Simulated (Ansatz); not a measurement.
AlH$_{2}$O (`[O][AlH2]`) radical. Charge 0, multiplicity 2. Geometry: relaxed with PBE0-D4/def2-TZVP.

```xyz
4

O    -1.362    0.836   -0.367
Al    0.073   -0.045    0.020
H     0.808   -0.731   -1.197
H     0.481   -0.059    1.544
```

Task: What is the dipole moment at B3LYP/def2-TZVPP? (Estimate.)

Result: Computed: 1.80 D, with components (1.50, -0.92, 0.40) D in this frame, pointing from negative to positive charge.

Task: And with PBE, r2SCAN, ωB97M-V? (Best estimate.)

Result: Ansatz gave: PBE 2.06 D, r2SCAN 1.78 D, ωB97M-V 1.66 D.

Task: Give the Mulliken charges with B3LYP, r2SCAN, ωB97M-V in def2-TZVPP. (An estimate is asked.)

Result: Ansatz gave: 
```tsv
atom	B3LYP	r2SCAN	ωB97M-V
O1	-0.32	-0.33	-0.32
Al2	0.58	0.63	0.53
H3	-0.13	-0.15	-0.11
H4	-0.13	-0.15	-0.11
```

B3LYP here is the variant with VWN-RPA as its local correlation; programs differ in this.
